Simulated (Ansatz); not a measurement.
Results of PBE-D4 in Ansatz (PAW) for hcp Mg.

Numerical settings: plane-wave cutoff 500 eV, 30×30×14 k mesh (along the axes of the cell as run), Fermi–Dirac smearing 0.1 eV, scalar-relativistic PAW data made under PBE.

Computed at the level's own relaxed cell.

Question: Estimate the volume per atom, equilibrium lattice constant a and lattice parameter c that the calculation returns.

Answer: 
- volume per atom: 22.64 Å³/atom
- equilibrium lattice constant a: 3.181 Å
- lattice parameter c: 5.167 Å

Measured, for comparison: lattice constant a 3.209 Å, lattice parameter c 5.210 Å (293 K, not corrected to a static lattice; as tabulated in Wikipedia's data pages). Computed (rounded) less measured: lattice constant a -0.9 %, lattice parameter c -0.8 %. A static lattice is as a rule a little smaller and stiffer than an uncorrected measurement, which narrows the difference in the lattice constant a, lattice parameter c and would widen misses of the other sign.

Note: a distance lies near a switch of the dispersion term, which can move the cell.

It cost about 90 core-seconds (a rough figure) of CPU time.

Ansatz is an electronic-structure program.
